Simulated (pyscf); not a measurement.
HB=O + HF -> HO–BH–F (addition across a multiple bond or ene-type step; singlet surface; F–H broken, B–F, H–O formed). PySCF, gas phase, ωB97X-D3(BJ)/def2-SVP geometries. Correlated levels are frozen-core, on RHF or UHF. ΔMP2 is the change of the MP2 total energy from the triple- to the quadruple-zeta basis. Rate constants from transition-state theory at the high-pressure limit, CCSD(T)/def2-TZVPP + ΔMP2(QZVPP) energies (ideal gas, 1 atm, RRHO with modes under 100 cm⁻¹ raised to 100, one conformer, R ln 2 for chiral ones without a mode under 150 cm⁻¹; no tunnelling), k in cm³ molecule⁻¹ s⁻¹.

```csv
T (K),1000/T,log10 k
298,3.354,-21.80
600,1.667,-16.92
900,1.111,?
1200,0.833,-14.30
```

Problem. Fit an Arrhenius line to the three values, give the activation energy, and predict k at 900 K.

Solution. Least squares gives log10 k = -11.89 − 2.96 × 1000/T, so Ea = 2.96 × ln 10 × 1.987 = 13.5 kcal/mol, against an electronic barrier of 13.1. At 900 K the line gives -15.18; the computed value is -15.22 (ΔG‡ = 39.5 kcal/mol), close to the line. On the reactant side the descent ends in a complex, 5.9 kcal/mol under the separated species and 15.2 kcal/mol under the saddle at ωB97X-D3(BJ)/def2-TZVP. At ωB97X-D3(BJ) the barrier from the zero used here is 9.4 kcal/mol. This is the saddle that the search found; another between the same sides may lie lower. The CCSD(T) − MP2 part came from Ansatz, without density fitting, on the same reference.
